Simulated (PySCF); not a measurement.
## Carbon: a sound run and one with changed settings

Sound run: C [He] 2s2 2p2, C⁺ [He] 2s2 2p1. Computed with PySCF 2.14 in cc-pVDZ (3s2p1d, 14 functions), with the non-relativistic Hamiltonian (point nucleus). The sound run starts from symmetry-adapted Hartree-Fock orbitals and uses a fine grid where one is needed.

A second run was set up differently.

| species | method | sound run (hartree) | changed run (hartree) | converged |
| --- | --- | --- | --- | --- |
| C | UHF | -37.68654 | -37.68654 | yes |
| C | MN15 | -37.80223 | -37.79929 | yes |
| C | M06-L | -37.84182 | -37.84060 | yes |
| C⁺ | UHF | -37.28953 | -37.28953 | yes |
| C⁺ | MN15 | -37.38636 | -37.38379 | yes |
| C⁺ | M06-L | -37.41867 | -37.41916 | yes |

Ionisation energy of C:

| method | sound run (eV) | changed run (eV) |
| --- | --- | --- |
| UHF | 10.803 | 10.803 |
| MN15 | 11.316 | 11.306 |
| M06-L | 11.515 | 11.468 |

(1) What was changed?
A. too few SCF iterations
B. a valence shell is frozen
C. minimal basis
D. radial grid too coarse

## Answers

(1) D. It used radial step 0.3 in ln r (0.13 in the sound run). A coarse radial grid mis-integrates the density and the exchange-correlation energy, with errors of either sign; Hartree-Fock needs no grid.
